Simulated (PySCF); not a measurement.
# SiCl2 at several levels of theory

All levels use the PBE0 minimum (singlet; Si–Cl 2.078 Å (×2); Cl–Si–Cl 101.4°), basis [Si def2-TZVP, Cl def2-TZVP], no relativity, density fitting, no spin–orbit coupling, PySCF. For vertical energies the ionised species is a doublet (spins chosen at PBE0 and kept) and the electron-attached one a doublet. Atomisation goes to high-spin ground-configuration atoms, without zero-point energy. Open shells are unrestricted, also as the reference of the correlated levels. A dash marks a value that was not computed or is not defined at that level.

Coordinates in bohr (charge 0 multiplicity 1):
```
Si    0.0000    0.0000   -1.7767
Cl    3.0378    0.0000    0.7105
Cl   -3.0378    0.0000    0.7105
```

```tsv
level	atomisation (kJ/mol)	vertical IP (eV)	vertical EA (eV)	−ε(HOMO) (eV)	gap (eV)	dipole (D)
PBE0	861	9.91	0.91	7.74	4.88	0.87
HF	605	9.19	0.49	10.18	10.49	1.05
MP2	865	9.92	0.64	–	–	–
PBE	886	9.75	0.77	6.63	3.01	0.75
CCSD(T)	823	–	–	–	–	–
```

For SiCl₂ itself CCSD(T) correlates 18 electrons; T1 = 0.013, D1 = 0.036, (T) = -62 kJ/mol.

Problem. Which levels differ least and most from CCSD(T) in the atomisation?

Solution. Least: PBE0 (+38 kJ/mol); most: HF (-218 kJ/mol). CCSD(T) atomisation energies in a triple-zeta basis lie tens of kJ/mol low, so this is no ranking by accuracy.

Without diffuse functions attachment energies tend to come out too low.
